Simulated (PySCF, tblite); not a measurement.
**Complex of fluoromethane and acetylene**

A gas-phase complex of fluoromethane and acetylene; neutral, singlet. The structure comes from a short search (6 tight-binding starts) and was relaxed by PBE0-D3(BJ)/def2-TZVPD; another way of binding may lie lower. No frequency run checks that it is a minimum.

```csv
part,name,SMILES,atoms,charge,multiplicity
1,fluoromethane,CF,1–5,0,1
2,acetylene,C#C,6–9,0,1
```

```xyz
9

C    -0.096   -0.162   -0.278
F     1.192   -0.402    0.167
H    -0.493   -1.082   -0.711
H    -0.063    0.626   -1.033
H    -0.708    0.154    0.569
C     0.673    0.872    3.046
C    -0.032    1.344    3.892
H     1.290    0.449    2.284
H    -0.660    1.760    4.645
```
Atoms count from 1 in this order.

Contacts between parts, classed by geometry: H8···F2 2.284 Å (C–H hydrogen bond, 142°).

Interaction energies are complex less parts, with the parts frozen as they stand in it; counterpoise-corrected, in kcal/mol (PySCF). The CCSD(T) estimate is Hartree-Fock/aug-cc-pVQZ, plus the MP2 correlation part extrapolated as X⁻³ from aug-cc-pVTZ and aug-cc-pVQZ, plus CCSD(T) less MP2 in aug-cc-pVDZ; noble-gas cores are frozen. It isn't the exact limit.

```tsv
level	interaction	superposition error removed
Hartree-Fock/aug-cc-pVQZ	-1.00	-
wB97M-D3(BJ)/def2-TZVPD	-2.31	-0.06
PBE0-D3(BJ)/def2-TZVPD	-2.37	-0.04
MP2/aug-cc-pVQZ	-2.31	-0.19
```

Question: What does CCSD(T) at its estimated basis limit give, and which of these levels comes nearest?

Answer: -2.33 kcal/mol. wB97M-D3(BJ)/def2-TZVPD and PBE0-D3(BJ)/def2-TZVPD and MP2/aug-cc-pVQZ come equally near, within the error of the estimate; the errors are Hartree-Fock/aug-cc-pVQZ +1.33, wB97M-D3(BJ)/def2-TZVPD +0.02, PBE0-D3(BJ)/def2-TZVPD -0.04, MP2/aug-cc-pVQZ +0.03.

Question: What holds them together? Decompose the wB97M-D3(BJ)/def2-TZVPD energy: frozen parts, their antisymmetrised product, then relaxation.

Answer: electrostatic -3.0, Pauli repulsion +2.3, orbital relaxation -0.8, dispersion correction -0.9 kcal/mol, which sum to the value before the counterpoise correction; the Pauli term holds the exchange-correlation of the frozen density too. Of the attraction, 64 % is electrostatic, 19 % is dispersion correction, 17 % is orbital relaxation.

The parts were also relaxed and run alone, at the levels used for the complex: shieldings by PBE0/pcSseg-2; core levels by delta-SCF with SCAN, pcX-2 on the ionised atom and pcseg-1 elsewhere, spin-free X2C.

Values alone: C6–H8 bond (Å): 1.065; shielding of H8 (ppm): 30.26; shielding of F2 (ppm): 467.7; shielding of C6 (ppm): 108.7; F2 1s core level (eV): 692.76.

Question: How do these values change when the complex forms?

Answer: 
```csv
property,alone,in the complex,change
C6–H8 bond (Å),1.065,1.068,+0.003
shielding of H8 (ppm),30.26,29.55,-0.71
shielding of F2 (ppm),467.7,464.7,-2.9
shielding of C6 (ppm),108.7,106.4,-2.3
F2 1s core level (eV),692.76,692.85,+0.10
```
